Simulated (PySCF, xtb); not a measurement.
AlF₃, SMILES [F][Al]([F])[F].

Harmonic wavenumbers (cm⁻¹) from GFN2-xTB (xtb) at its own minimum, in rising order: 196, 196, 298, 634, 894, 894.

**Question.** What does PySCF 2.14.0 with TPSSh-D3(BJ)/def2-TZVP give at its own minimum? (An estimate is asked for; the answer gives what the named calculation found.)

**Answer.** 240, 240, 291, 683, 945, 945. Paired by order, the mean absolute difference is 41 cm⁻¹ and the zero-point energies are 4.4 and 4.8 kcal/mol.
